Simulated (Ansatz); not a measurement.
Geometry optimisation, RKS revPBE/6-31G* in Ansatz.

Input:

```yaml
crystal:
  periodic: [false, false, false]
  atoms:
    - { symbol: C, position_ang: [-0.79863, 0.83036, -0.82945] }
    - { symbol: Si, position_ang: [0.68651, -0.08229, -0.1568] }
    - { symbol: "N", position_ang: [0.51502, -1.02855, 1.21475] }
    - { symbol: H, position_ang: [-1.59708, 0.14107, -1.11003] }
    - { symbol: H, position_ang: [-0.54541, 1.41404, -1.71719] }
    - { symbol: H, position_ang: [-1.20931, 1.5221, -0.09159] }
    - { symbol: H, position_ang: [2.0336, -0.09056, -0.67998] }
    - { symbol: H, position_ang: [1.26666, -1.55502, 1.64485] }
    - { symbol: H, position_ang: [-0.35136, -1.15114, 1.72544] }
total_charge: 1
basis:
  gaussian: { orbitals: "6-31G*" }
hamiltonian:
  xc: revpbe
relax:
  f_tol: 0.02
  max_steps: 40
scf:
  lower_state_search: "off"
```

Launched with:

```bash
$ ansatz run input.yaml --threads 1 --pin off --max-ram 2048MiB --backend cpu --events-out ev --progress --plain --runs-dir out
```

Problem. Where does it end, and by what steps?

Solution. The forces met the threshold. Limits of this set-up: the dipole of an ion depends on the origin. After 4 steps the energy has fallen by 0.043 eV; H5 moved furthest, 0.05 Å.

```tsv
step	energy less start (eV)	largest force component (eV/Å)	accepted
0	0.0000	1.071	yes
1	-0.0385	0.301	yes
2	-0.0422	0.053	yes
3	-0.0422	0.062	yes
4	-0.0425	0.014	yes
```

```xyz
9
Properties=species:S:1:pos:R:3
C -0.802 0.836 -0.835
Si 0.651 -0.083 -0.144
N 0.508 -1.035 1.228
H -1.605 0.132 -1.123
H -0.498 1.410 -1.726
H -1.214 1.535 -0.084
H 2.026 -0.074 -0.702
H 1.295 -1.554 1.630
H -0.360 -1.167 1.756
```

Whether the end is a true minimum wasn't checked by a vibrational analysis.

Run time: 7.2 s on 1 thread of Arm Neoverse V1, on a shared host, peak memory 0.11 GiB.
